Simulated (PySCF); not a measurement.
Species: C₄H₇F.
Bonds: C1–C2 (double), C2–C3, C2–C4, C4–F5. Hydrogens: H6, H7 on C1; H8, H9, H10 on C3; H11, H12 on C4.

The same species was optimised twice, with GFN2-xTB and with PBE0-D3(BJ)/def2-SVP (PySCF), and the same property calculations (PySCF, gas phase) were run on both structures.

| coordinate | GFN2-xTB | PBE0-D3(BJ)/def2-SVP | change |
| --- | --- | --- | --- |
| C1–H7 (Å) | 1.076 | 1.093 | +0.017 |
| C1–H6 (Å) | 1.076 | 1.092 | +0.016 |
| C3–H9 (Å) | 1.090 | 1.104 | +0.014 |
| C3–H8 (Å) | 1.090 | 1.103 | +0.013 |
| C1=C2 (Å) | 1.322 | 1.335 | +0.013 |
| C3–H10 (Å) | 1.086 | 1.098 | +0.012 |
| C4–H11 (Å) | 1.097 | 1.107 | +0.010 |
| C4–H12 (Å) | 1.098 | 1.107 | +0.009 |
| C2–C4 (Å) | 1.504 | 1.499 | -0.005 |
| C4–F5 (Å) | 1.371 | 1.367 | -0.004 |
| C2–C3 (Å) | 1.498 | 1.498 | 0.000 |
| F5–C4–H11 (°) | 106.7 | 108.8 | +2.1 |
| H11–C4–H12 (°) | 109.1 | 107.0 | -2.1 |
| F5–C4–H12 (°) | 106.7 | 108.6 | +1.9 |
| H6–C1–H7 (°) | 116.8 | 118.2 | +1.4 |
| C1–C2–C4 (°) | 122.5 | 121.1 | -1.4 |
| C3–C2–C4 (°) | 113.7 | 114.9 | +1.2 |
| H8–C3–H9 (°) | 107.8 | 106.6 | -1.2 |
| C2–C4–H11 (°) | 110.8 | 109.8 | -1.0 |
| C1–C2–C4–F5 (°) | 0 | 2 | +2 |

Rotational constants: A = 9123, B = 3679, C = 2711 MHz (GFN2-xTB) against A = 9122, B = 3677, C = 2710 MHz (PBE0-D3(BJ)/def2-SVP). Atoms that the bonding makes alike are paired by their places after alignment.

On the GFN2-xTB structure: lowest singlet, TDDFT (eV) 7.08 [CAM-B3LYP/def2-SVPD]; lowest triplet, Tamm–Dancoff (eV) 4.48 [CAM-B3LYP/def2-SVPD]; isotropic polarisability (au) 50.8 [CAM-B3LYP/def2-SVPD]; HOMO (eV) -8.77 [CAM-B3LYP/def2-SVPD]; LUMO (eV) 1.25 [CAM-B3LYP/def2-SVPD]; dipole (D) 2.10 [CAM-B3LYP/def2-SVPD]; HOMO (eV) -7.38 [PBE0/pcSseg-1]; LUMO (eV) 0.40 [PBE0/pcSseg-1]; dipole (D) 2.03 [PBE0/pcSseg-1]; GIAO shielding of C1 (ppm) 72.1 [PBE0/pcSseg-1]; GIAO shielding of C2 (ppm) 38.1 [PBE0/pcSseg-1]; GIAO shielding of C3 (ppm) 166.3 [PBE0/pcSseg-1]; GIAO shielding of C4 (ppm) 98.4 [PBE0/pcSseg-1]; GIAO shielding of F5 (ppm) 426.1 [PBE0/pcSseg-1].

**Question.** What do these properties become on the PBE0-D3(BJ)/def2-SVP structure?

**Answer.** 
```
                                    property                level  on GFN2-xTB  on PBE0-D3(BJ)/def2-SVP  change
                  lowest singlet, TDDFT (eV)  CAM-B3LYP/def2-SVPD         7.08                     6.99   -0.09
           lowest triplet, Tamm–Dancoff (eV)  CAM-B3LYP/def2-SVPD         4.48                     4.34   -0.14
               isotropic polarisability (au)  CAM-B3LYP/def2-SVPD         50.8                     51.7    +0.9
                                   HOMO (eV)  CAM-B3LYP/def2-SVPD        -8.77                    -8.68   +0.09
                                   LUMO (eV)  CAM-B3LYP/def2-SVPD         1.25                     1.24   -0.01
                                  dipole (D)  CAM-B3LYP/def2-SVPD         2.10                     2.09   -0.01
energy, GFN2-xTB geometry as zero (kcal/mol)  CAM-B3LYP/def2-SVPD          0.0                     -0.4    -0.4
                                   HOMO (eV)        PBE0/pcSseg-1        -7.38                    -7.30   +0.08
                                   LUMO (eV)        PBE0/pcSseg-1         0.40                     0.32   -0.08
                                  dipole (D)        PBE0/pcSseg-1         2.03                     2.02   -0.01
energy, GFN2-xTB geometry as zero (kcal/mol)        PBE0/pcSseg-1          0.0                     -0.3    -0.3
                  GIAO shielding of C1 (ppm)        PBE0/pcSseg-1         72.1                     68.2    -3.9
                  GIAO shielding of C2 (ppm)        PBE0/pcSseg-1         38.1                     36.0    -2.1
                  GIAO shielding of C3 (ppm)        PBE0/pcSseg-1        166.3                    164.9    -1.4
                  GIAO shielding of C4 (ppm)        PBE0/pcSseg-1         98.4                     98.5    +0.1
                  GIAO shielding of F5 (ppm)        PBE0/pcSseg-1        426.1                    424.3    -1.8
```

The heavy atoms differ by 0.016 Å rms after alignment. Among all bonds C1–H6 and C1–H7 change most and about equally (+0.016 to +0.017 Å). Changes are differences of the printed values. Neither structure is proved a minimum here.

Shape of the structure used: `[CH2:1]=[C:2]([CH3:3])[CH2:4][F:5]`: C1–C2–C4–F5 2°.
